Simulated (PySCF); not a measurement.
Core binding energy against partial charge

Species: 2-chloro-1-propene, C₃H₅Cl.
Atom-mapped SMILES: `[CH2:1]=[C:2]([CH3:3])[Cl:4]`

Binding energies: PySCF 2.14.0, delta-SCF UKS SCAN, pcX-2 on the ionised atom, pcseg-1 elsewhere, spin-free X2C. Charges: PBE0/pcSseg-1 ground-state density, for the ionised atom.

```csv
atom,environment,C 1s (eV),Mulliken (e),IAO (e),Hirshfeld (e),ESP (e)
C1,terminal =CH2 carbon,290.38,-0.058,-0.337,-0.119,-0.533
C3,allylic carbon,291.35,-0.152,-0.420,-0.118,-0.431
C2,vinylic C–Cl carbon,292.24,-0.360,+0.020,+0.030,+0.213
```

Give the correlation coefficient and slope of binding energy on charge for each scheme.

ESP: r = 0.91, slope 2.1 eV per e; Hirshfeld: r = 0.86, slope 9.3 eV per e; IAO: r = 0.75, slope 3.0 eV per e; Mulliken: r = -0.97, slope -5.9 eV per e. ESP charges have the highest r, on only 3 points.

The point-charge model writes a binding energy as kq + V + constant, with V the potential of the other atoms' charges at the site. What does it give with the IAO charges?

V = Σ 14.40 eV Å × q/r over all other atoms: +3.99 eV at C1, +5.66 eV at C3, -2.80 eV at C2. Fitting binding energy − V to q gives k = 22.1 eV per e and leaves an rms residual of 0.48 eV, against 0.51 eV for the fit on q alone. The model has no term for differences in relaxation between sites.

The unrestricted hole states depart most from a pure doublet (⟨S²⟩ = 0.75; over 0.85 named) for C 1s of C2 (0.85), which makes this value less certain. Geometry: PBE0-D3(BJ)/def2-SVP; no solvent, vibrations or thermal averaging.
